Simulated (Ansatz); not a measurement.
`BO[SiH3]` + H₂ → BH₃ + `O[SiH3]` at 700 K and 1 bar (hydrogenolysis of a B–O bond).

Isolated molecules relaxed with PBE0-D4/def2-TZVP in Ansatz; ΔE leaves out vibrations. CCSD(T)/CBS adds triple-zeta CCSD(T) − MP2 to the extrapolated MP2 energy (def2 sets, frozen cores). This one scheme is used for every species.

| species | CCSD(T)/CBS energy (Eh) | H − E (kJ/mol) | S (J/(mol·K)) |
| --- | --- | --- | --- |
| `BO[SiH3]` | -392.11480 | 190.5 | 377.2 |
| H₂ | -1.17544 | 46.8 | 155.3 |
| BH₃ | -26.55200 | 96.5 | 225.0 |
| `O[SiH3]` | -366.69042 | 144.6 | 321.6 |

H − E and S are ideal-gas, rigid-rotor, harmonic terms from PBE0-D4/def2-TZVP. The MP2-based limit puts H₂ 0.8 mEh under its directly extrapolated value; such offsets cancel only in part. 1 Eh = 2625.50 kJ/mol, R = 8.31446 J/(mol·K).

**Question.** By hand: ΔE, ΔH, ΔS and ΔG.

**Answer.** ΔE = (-26.55200) + (-366.69042) − (-392.11480) − (-1.17544) = 0.04782 Eh = 125.6 kJ/mol. Δ(H − E) = 96.5 + 144.6 − 190.5 − 46.8 = 3.8, so ΔH = 129.4 kJ/mol. ΔS = 225.0 + 321.6 − 377.2 − 155.3 = 14.1 J/(mol·K). ΔG = 129.4 − 700 × (14.1)/1000 = 119.5 kJ/mol.

**Question.** By hand: the equilibrium constant, and the temperature at which ΔG would vanish if ΔH and ΔS stayed fixed.

**Answer.** log₁₀ K = −ΔG/(RT ln 10) = -8.9. ΔG = 0 at ΔH/ΔS = 9177 K, far beyond where these terms or the molecules hold.

The number of gas molecules stays the same, so ΔS is small and ΔH decides. A doubt of 5 kJ/mol in ΔE shifts log₁₀ K by 0.4 here. These are equilibria of isolated gas molecules and say nothing of rates. Largest T1 diagnostic: 0.013 (customary marks: 0.02 for closed shells, 0.045 for open ones).
